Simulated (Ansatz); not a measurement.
# SiNH4− (SMILES N[SiH2-]): one structure at several levels

An exercise on one series of results from a longer session: the logs are not shown, and one member is left open.

Computed with Ansatz 0.2.0, Gaussian basis. Level: single points in def2-TZVPPD.

Cores are frozen in the correlated methods.

## Starting geometry

6 atoms, charge -1, spin multiplicity 1.

Atoms are counted from 1 here; the program's logs count them from 0.

Bond lengths: N1–Si2 1.805 Å, N1–H3 1.066 Å, N1–H4 0.964 Å, Si2–H5 1.519 Å, Si2–H6 1.545 Å. Angles: Si2–N1–H3 105.8°, Si2–N1–H4 114.1°, H3–N1–H4 104.4°, N1–Si2–H5 98.4°, N1–Si2–H6 95.1°, H5–Si2–H6 100.5°.

Geometry (Å):

```xyz
6
charge -1, multiplicity 1
N    -0.2074   -0.8483   -0.0329
Si    0.4287    0.8069    0.3037
H     0.6273   -1.4157   -0.3747
H    -0.5127   -1.3198    0.7509
H     0.6760    1.2466   -1.1291
H    -0.9588    1.4369    0.5572
```

The first run:

run/in.yaml reads:

```yaml
crystal:
  periodic: [false, false, false]
  atoms:
    - {symbol: N, position_ang: [-0.207400, -0.848300, -0.032900]}
    - {symbol: Si, position_ang: [0.428700, 0.806900, 0.303700]}
    - {symbol: H, position_ang: [0.627300, -1.415700, -0.374700]}
    - {symbol: H, position_ang: [-0.512700, -1.319800, 0.750900]}
    - {symbol: H, position_ang: [0.676000, 1.246600, -1.129100]}
    - {symbol: H, position_ang: [-0.958800, 1.436900, 0.557200]}
basis:
  gaussian: {orbitals: "def2-TZVPPD.json"}
total_charge: -1
correlation: {method: ccsd_t}
output: {forces: true}
```

The basis file named in the input lies beside it (Basis Set Exchange, JSON).

No record of the launch command was kept for these runs.

Steps of the session up to this table: CCSD(T)/def2-TZVPPD; PBE0-D4/def2-TZVPPD; wB97M-V/def2-TZVPPD; r2SCAN-D4/def2-TZVPPD; PBE-D4/def2-TZVPPD; CAM-B3LYP-D4/def2-TZVPPD; r2SCANh-D4/def2-TZVPPD.

One of the session's tables, all rows but one given; the rest of the session is left out.

```
      method  RMS force component (eV/Å)  angle to CCSD(T) forces (°)
     CCSD(T)                       1.211                    reference
     PBE0-D4                       1.206                          4.1
     wB97M-V                       1.197                          2.9
   r2SCAN-D4                           ?                            ?
      PBE-D4                       1.242                          6.7
CAM-B3LYP-D4                       1.188                          5.1
  r2SCANh-D4                       1.194                          4.2
```

Estimate the missing values for r2SCAN-D4.

As computed: RMS force component (eV/Å): 1.200; angle to CCSD(T) forces (°): 2.7. In the column «RMS force component (eV/Å)» it lies between wB97M-V (1.197) and PBE0-D4 (1.206).

Caveats from the session: The anion's highest level is positive in at least one run, so there the basis alone may hold the extra electron.
